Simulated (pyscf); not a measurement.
Structures and frequencies: ωB97X-D3(BJ)/def2-SVP in PySCF.

Task: `[SiH3][AsH][GeH3]` → `[GeH3][AsH2]` + `[SiH2]` [singlet]
Surface: singlet. Broken: As–Si, H–Si. Formed: As–H. Give ΔE‡ and ΔE from ωB97M-D3(BJ)/def2-TZVP, relative to the reactant's lowest minimum found.

Result: ΔE‡ = 2.46 eV, ΔE = +2.71 eV. Zero-point energy shifts the barrier by -0.09 eV. It is a 1,1-elimination, with an imaginary mode of 701i cm⁻¹. On the product side the descent ends in an adduct with a H–Si contact, 0.55 eV under the separated species and 0.12 eV under the saddle at ωB97X-D3(BJ)/def2-TZVP. At ωB97M-D3(BJ) the saddle lies under the separated products, which points to a path from their complex (located at ωB97X-D3(BJ) alone), and parting the products costs more than the saddle. What is counted as broken (H–Si) persists as a longer contact in the product adduct; parting that adduct is a step of its own. At ωB97X-D3(BJ)/def2-TZVP the barrier from the zero used here is 2.71 eV. One saddle was located; it need not be the lowest between these sides. Elements up to Kr have no core potential and no relativistic terms here.
